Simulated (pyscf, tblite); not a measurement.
H₃Si–SiH₂–Cl (SMILES [SiH3][SiH2]Cl) → SiH₄ (SMILES [SiH4]) + :HSi–Cl (SMILES [SiH]Cl) [singlet]: energy along the mass-weighted descent from the GFN2-xTB saddle (tblite), relative to the relaxed reactant side.

(s (amu^1/2 bohr), E (kcal/mol)): (-6.52, 0.2); (-6.36, 0.2); (-6.19, 0.3); (-5.97, 0.3); (-5.71, 0.5); (-4.08, 6.1); (-2.04, 28.5); (0.000, 45.2); (1.80, 38.6); (3.84, 35.2); (5.88, 33.8); (6.83, 32.8); (7.41, 32.2); (7.89, 31.8); (8.38, 31.4)

The GFN2-xTB barrier from the reactant side is 45.2 kcal/mol. What does ωB97X-D3(BJ) (PySCF) give from its own reactant-side minimum, in def2-SVP and in def2-TZVP?

50.5 kcal/mol in the double-zeta basis after reoptimising the saddle, and 49.2 kcal/mol in the triple-zeta single point, so the tight-binding barrier lies 4.0 kcal/mol under the latter. The imaginary mode goes from 630i to 468i cm⁻¹.
